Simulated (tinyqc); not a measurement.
Inside a calculation. Method: UHF in the sto-3g basis, for H2O, spin multiplicity 3. One step of it, computed by the program tinyqc.

Problem. Iteration 2: building the Fock matrix. J_ij = sum D_kl (ij|kl) with D = D(alpha) + D(beta), K_ij = sum D_kl (ik|jl) for each spin; F = H + J - K(s); E = tr D H + tr D J / 2 - 0.5 sum_s tr D(s) K(s) + E_nn.

D(alpha) after iteration 1, lower triangle:
```
            1O 1s      1O 2s    1O 2px     1O 2py     1O 2pz     2H 1s     3H 1s
1O 1s    1.063416
1O 2s   -0.276838   1.226882
1O 2px   0.000000   0.000000  1.000000
1O 2py   0.000000   0.000000  0.000000   0.364645
1O 2pz  -0.016173   0.103872  0.000000   0.000000   1.064403
2H 1s    0.046933  -0.301429  0.000000   0.294509  -0.186894  0.780215
3H 1s    0.046933  -0.301429  0.000000  -0.294509  -0.186894  0.304490  0.780215
```

D(beta) after iteration 1, lower triangle:
```
            1O 1s      1O 2s    1O 2px     1O 2py    1O 2pz      2H 1s     3H 1s
1O 1s    1.057219
1O 2s   -0.242334   1.034754
1O 2px   0.000000   0.000000  0.000000
1O 2py   0.000000   0.000000  0.000000   0.605192
1O 2pz   0.033272  -0.171456  0.000000   0.000000  0.669846
2H 1s   -0.006189  -0.005628  0.000000   0.262352  0.237002   0.200667
3H 1s   -0.006189  -0.005628  0.000000  -0.262352  0.237002  -0.026794  0.200667
```

core Hamiltonian H = T + V (hartree), lower triangle:
```
             1O 1s      1O 2s     1O 2px     1O 2py     1O 2pz      2H 1s      3H 1s
1O 1s   -32.411554
1O 2s    -7.539578  -9.039326
1O 2px    0.000000   0.000000  -7.209567
1O 2py    0.000000   0.000000   0.000000  -7.268641
1O 2pz   -0.010904  -0.136574   0.000000   0.000000  -7.259594
2H 1s    -0.723537  -1.899609   0.000000  -1.096463  -1.038576  -3.895807
3H 1s    -0.723537  -1.899609   0.000000   1.096463  -1.038576  -0.657335  -3.895807
```

Two-electron integrals (ij|kl) in chemists' order, unique and non-zero (hartree):
```
(11|11) 4.785065    (21|11) 0.741380    (21|21) 0.136873    (22|11) 1.118947
(22|21) 0.256633    (22|22) 0.817206    (31|31) 0.024477    (32|31) 0.037809
(32|32) 0.180518    (33|11) 1.115814    (33|21) 0.256684    (33|22) 0.817023
(33|33) 0.880159    (41|41) 0.024477    (42|41) 0.037809    (42|42) 0.180518
(43|43) 0.047444    (44|11) 1.115814    (44|21) 0.256684    (44|22) 0.817023
(44|33) 0.785270    (44|44) 0.880159    (51|51) 0.024477    (52|51) 0.037809
(52|52) 0.180518    (53|53) 0.047444    (54|54) 0.047444    (55|11) 1.115814
(55|21) 0.256684    (55|22) 0.817023    (55|33) 0.785270    (55|44) 0.785270
(55|55) 0.880159    (61|11) 0.071230    (61|21) 0.013056    (61|22) 0.024381
(61|33) 0.024337    (61|41) 0.000418    (61|42) 0.000794    (61|44) 0.024411
(61|51) 0.000384    (61|52) 0.000731    (61|54) 0.000068    (61|55) 0.024399
(61|61) 0.001260    (62|11) 0.203852    (62|21) 0.047476    (62|22) 0.171395
(62|33) 0.168322    (62|41) 0.002589    (62|42) 0.021319    (62|44) 0.173220
(62|51) 0.002382    (62|52) 0.019619    (62|54) 0.004508    (62|55) 0.172470
(62|61) 0.004624    (62|62) 0.047771    (63|31) 0.004576    (63|32) 0.028038
(63|43) 0.004223    (63|53) 0.003886    (63|63) 0.006240    (64|11) 0.117983
(64|21) 0.027800    (64|22) 0.107248    (64|33) 0.102628    (64|41) 0.005875
(64|42) 0.040341    (64|44) 0.113939    (64|51) 0.001195    (64|52) 0.011322
(64|54) 0.006522    (64|55) 0.105054    (64|61) 0.002803    (64|62) 0.036422
(64|64) 0.033727    (65|11) 0.108574    (65|21) 0.025583    (65|22) 0.098695
(65|33) 0.094443    (65|41) 0.001195    (65|42) 0.011322    (65|44) 0.097079
(65|51) 0.005676    (65|52) 0.038457    (65|54) 0.006649    (65|55) 0.104448
(65|61) 0.002579    (65|62) 0.033517    (65|64) 0.025295    (65|65) 0.029517
(66|11) 0.394725    (66|21) 0.093355    (66|22) 0.388620    (66|33) 0.375093
(66|41) 0.005572    (66|42) 0.065373    (66|44) 0.396852    (66|51) 0.005128
(66|52) 0.060159    (66|54) 0.020023    (66|55) 0.393520    (66|61) 0.009125
(66|62) 0.147750    (66|64) 0.129011    (66|65) 0.118722    (66|66) 0.774606
(71|11) 0.071230    (71|21) 0.013056    (71|22) 0.024381    (71|33) 0.024337
(71|41) -0.000418   (71|42) -0.000794   (71|44) 0.024411    (71|51) 0.000384
(71|52) 0.000731    (71|54) -0.000068   (71|55) 0.024399    (71|61) 0.001244
(71|62) 0.004502    (71|64) 0.002537    (71|65) 0.002515    (71|66) 0.008853
(71|71) 0.001260    (72|11) 0.203852    (72|21) 0.047476    (72|22) 0.171395
(72|33) 0.168322    (72|41) -0.002589   (72|42) -0.021319   (72|44) 0.173220
(72|51) 0.002382    (72|52) 0.019619    (72|54) -0.004508   (72|55) 0.172470
(72|61) 0.004502    (72|62) 0.037850    (72|64) 0.020211    (72|65) 0.025820
(72|66) 0.093758    (72|71) 0.004624    (72|72) 0.047771    (73|31) 0.004576
(73|32) 0.028038    (73|43) -0.004223   (73|53) 0.003886    (73|63) 0.004765
(73|73) 0.006240    (74|11) -0.117983   (74|21) -0.027800   (74|22) -0.107248
(74|33) -0.102628   (74|41) 0.005875    (74|42) 0.040341    (74|44) -0.113939
(74|51) -0.001195   (74|52) -0.011322   (74|54) 0.006522    (74|55) -0.105054
(74|61) -0.002537   (74|62) -0.020211   (74|64) -0.006382   (74|65) -0.013568
(74|66) -0.047242   (74|71) -0.002803   (74|72) -0.036422   (74|74) 0.033727
(75|11) 0.108574    (75|21) 0.025583    (75|22) 0.098695    (75|33) 0.094443
(75|41) -0.001195   (75|42) -0.011322   (75|44) 0.097079    (75|51) 0.005676
(75|52) 0.038457    (75|54) -0.006649   (75|55) 0.104448    (75|61) 0.002515
(75|62) 0.025820    (75|64) 0.013568    (75|65) 0.022124    (75|66) 0.069489
(75|71) 0.002579    (75|72) 0.033517    (75|74) -0.025295   (75|75) 0.029517
(76|11) 0.063059    (76|21) 0.014853    (76|22) 0.059357    (76|33) 0.057835
(76|44) 0.058765    (76|51) 0.001077    (76|52) 0.011121    (76|55) 0.061406
(76|61) 0.001435    (76|62) 0.017275    (76|64) 0.011567    (76|65) 0.013677
(76|66) 0.060698    (76|71) 0.001435    (76|72) 0.017275    (76|74) -0.011567
(76|75) 0.013677    (76|76) 0.008521    (77|11) 0.394725    (77|21) 0.093355
(77|22) 0.388620    (77|33) 0.375093    (77|41) -0.005572   (77|42) -0.065373
(77|44) 0.396852    (77|51) 0.005128    (77|52) 0.060159    (77|54) -0.020023
(77|55) 0.393520    (77|61) 0.008853    (77|62) 0.093758    (77|64) 0.047242
(77|65) 0.069489    (77|66) 0.269465    (77|71) 0.009125    (77|72) 0.147750
(77|74) -0.129011   (77|75) 0.118722    (77|76) 0.060698    (77|77) 0.774606
```

nuclear repulsion = 6.64093403 hartree

Give: Coulomb J; exchange K(alpha); exchange K(beta); F(alpha); F(beta); total energy of this density.

Solution.

Coulomb J (hartree), lower triangle:
```
         1O 1s  1O 2s  1O 2px  1O 2py  1O 2pz  2H 1s  3H 1s
1O 1s   16.896
1O 2s    3.164  7.828
1O 2px   0.000  0.000   7.764
1O 2py   0.000  0.000   0.000   7.824
1O 2pz   0.007  0.110   0.000   0.000   7.874
2H 1s    0.302  1.667   0.000   1.051   0.996  4.180
3H 1s    0.302  1.667   0.000  -1.051   0.996  0.604  4.180
```

exchange K(alpha) (hartree), lower triangle:
```
        1O 1s  1O 2s  1O 2px  1O 2py  1O 2pz  2H 1s  3H 1s
1O 1s   4.906
1O 2s   0.835  1.355
1O 2px  0.000  0.000   1.156
1O 2py  0.000  0.000   0.000   0.776
1O 2pz  0.002  0.029   0.000   0.000   1.172
2H 1s   0.085  0.307   0.000   0.242   0.167  0.683
3H 1s   0.085  0.307   0.000  -0.242   0.167  0.138  0.683
```

exchange K(beta) (hartree), lower triangle:
```
        1O 1s   1O 2s  1O 2px  1O 2py  1O 2pz  2H 1s  3H 1s
1O 1s   4.872
1O 2s   0.795   1.149
1O 2px  0.000   0.000   0.264
1O 2py  0.000   0.000   0.000   0.897
1O 2pz  0.002  -0.043   0.000   0.000   0.928
2H 1s   0.081   0.283   0.000   0.223   0.211  0.354
3H 1s   0.081   0.283   0.000  -0.223   0.211  0.077  0.354
```

F(alpha) (hartree), lower triangle:
```
          1O 1s   1O 2s  1O 2px  1O 2py  1O 2pz   2H 1s   3H 1s
1O 1s   -20.421
1O 2s    -5.211  -2.566
1O 2px    0.000   0.000  -0.602
1O 2py    0.000   0.000   0.000  -0.221
1O 2pz   -0.005  -0.055   0.000   0.000  -0.558
2H 1s    -0.506  -0.539   0.000  -0.287  -0.209  -0.400
3H 1s    -0.506  -0.539   0.000   0.287  -0.209  -0.191  -0.400
```

F(beta) (hartree), lower triangle:
```
          1O 1s   1O 2s  1O 2px  1O 2py  1O 2pz   2H 1s   3H 1s
1O 1s   -20.387
1O 2s    -5.171  -2.360
1O 2px    0.000   0.000   0.290
1O 2py    0.000   0.000   0.000  -0.342
1O 2pz   -0.005   0.016   0.000   0.000  -0.314
2H 1s    -0.502  -0.516   0.000  -0.268  -0.253  -0.070
3H 1s    -0.502  -0.516   0.000   0.268  -0.253  -0.130  -0.070
```

total energy of this density = -74.70196 hartree
